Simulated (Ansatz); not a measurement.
A plane-wave DFT run in Ansatz 0.2.0 (scalar-relativistic PAW potentials unless the input names others): input and command.

```yaml
crystal:
  lattice:
    - [8.4703002239, 0.0, 0.0]
    - [-4.235150112, 7.3354951716, 0.0]
    - [0.0, 0.0, 5.4065349745]
  atoms:
    - { symbol: K, position: [0.8110512868, 0.6221025736, 0.25] }
    - { symbol: K, position: [0.1889487132, 0.8110512868, 0.75] }
    - { symbol: K, position: [0.3778974264, 0.1889487132, 0.25] }
    - { symbol: K, position: [0.1889487132, 0.3778974264, 0.75] }
    - { symbol: K, position: [0.8110512868, 0.1889487132, 0.25] }
    - { symbol: K, position: [0.6221025736, 0.8110512868, 0.75] }
    - { symbol: Pd, position: [0.3333333333, 0.6666666667, 0.25] }
    - { symbol: Pd, position: [0.6666666667, 0.3333333333, 0.75] }
basis:
  ecutwfc: 420
kpoints:
  mp_grid: { grid: [6, 6, 8] }
hamiltonian:
  xc: pbe
  hubbard: { sites: [{ species: Pd, l: f, u_eff: 30.0 }] }
scf:
  occupations: { method: gaussian, width: 0.1 }
  max_iter: 100
output:
  forces: true
  eigenvalues: true
  stress: true
```

```bash
ansatz run input.yaml --threads 1 --pin off --max-ram 2560MiB --backend cpu --events-out ev --progress --plain --runs-dir out
```

What will the program do with this input?

The program refuses it, because of a U on a shell that isn't there (hamiltonian.hubbard: not typed → {"sites": [{"species": "Pd", "l": "f", "u_eff": 30.0}]}). Without that key it is accepted.

Abridged log:
```
Error: inconsistent input (hamiltonian.hubbard.sites[].l, hamiltonian.hubbard.sites[].shell): the file of Pd doesn't list 4f, and it can't be added: PBE doesn't bind the shell 4f of the free atom, whose level lies at +1.11 eV. Type an atom or ion with it (hamiltonian.pseudopotentials.projection_atoms), take another file or name another shell
```